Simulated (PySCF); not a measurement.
**Nuclear quadrupole coupling in `C/C=C\C[S-]`**

C4H7S (charge -1).
Geometry (PBE0-D3(BJ)/def2-SVP, Å), atoms numbered from 1 in this order:
```
atom  x, y, z in Å
C1    -1.7336   -0.4154    0.6663
C2    -0.7600    0.6946    0.4172
C3     0.4144    0.5996   -0.2363
C4     1.0769   -0.5968   -0.8318
S5     2.6303   -0.9040    0.0721
H6    -1.9238   -0.5607    1.7464
H7    -1.3628   -1.3709    0.2678
H8    -2.7201   -0.2218    0.2017
H9    -1.0251    1.6662    0.8576
H10    1.0357    1.5028   -0.2959
H11    1.2640   -0.3911   -1.9085
H12    0.3924   -1.4684   -0.8137
```

Field gradients from the PBE0/pcSseg-1 density (PySCF, non-relativistic), principal values in atomic units, ordered |Vxx| ≤ |Vyy| ≤ |Vzz|:

```tsv
atom	Vxx	Vyy	Vzz
S5	-1.3998	-1.7602	3.1600
```

Problem. Find the asymmetry η = (Vxx − Vyy)/Vzz and the couplings χ = eQV/h (234.96 MHz × Q in barn × V in au), with Q(33S) = −0.0678 b.

Solution. 
```json
{"atom": "S5", "environment": "thiolate sulfur", "nucleus": "33S", "η": "0.11", "χzz (MHz)": "-50.34", "χxx (MHz)": "22.30", "χyy (MHz)": "28.04"}
```

Problem. What is Vzz at S5 in SI units (1 au = 9.71736 × 10²¹ V/m²)?

Solution. 3.1600 au = 30.707 × 10²¹ V/m².

Problem. And the gradient at the other heavy atoms, for which no coupling is worked out here?

Solution. 
```
atom                 environment  Vzz (au)     η
  C1              allylic carbon    -0.041  0.94
  C2            alkene CH carbon    -0.146  0.16
  C3            alkene CH carbon     0.382  0.36
  C4  sp3 carbon bound to sulfur    -0.059  0.98
```

Problem. What couplings would deuterons (Q(2H) = 0.00286 b) have in place of the hydrogens, at this geometry?

Solution. 
```tsv
atom	bonded to	bond length (Å)	Vzz (au)	η	χzz (kHz)
H6	C1	1.106	0.2886	0.02	194
H7	C1	1.100	0.2938	0.02	197
H8	C1	1.107	0.2880	0.01	194
H9	C2	1.099	0.3047	0.10	205
H10	C3	1.098	0.3011	0.06	202
H11	C4	1.112	0.2813	0.04	189
H12	C4	1.108	0.2870	0.05	193
```

Geometry: PBE0-D3(BJ)/def2-SVP, one conformer, isolated ion. The pcSseg-1 basis has no diffuse functions, a weakness for an anion. The HOMO energy is positive at this level (+0.46 eV), so the outermost electrons may be held by the finite basis alone. The basis is small and wasn't made for field gradients, so the couplings can be 20 % off.
